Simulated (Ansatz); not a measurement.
# How the LO phonon frequency at L of zinc-blende BP moves with the method

No measured value is used here.

| level (code) | value (cm⁻¹) | cell (Å³/atom) |
|---|---|---|
| LDA (Ansatz) | 775 | 11.32 |
| PBE (Ansatz) | 751 | 11.76 |
| r²SCAN (Ansatz) | 770 | 11.67 |

Each level is taken at its own relaxed cell. Cutoffs differ between the levels. Ansatz's density-functional and Hartree–Fock values are scalar-relativistic unless marked +SOC, with PAW data made under PBE.

Ansatz is a first-principles code.
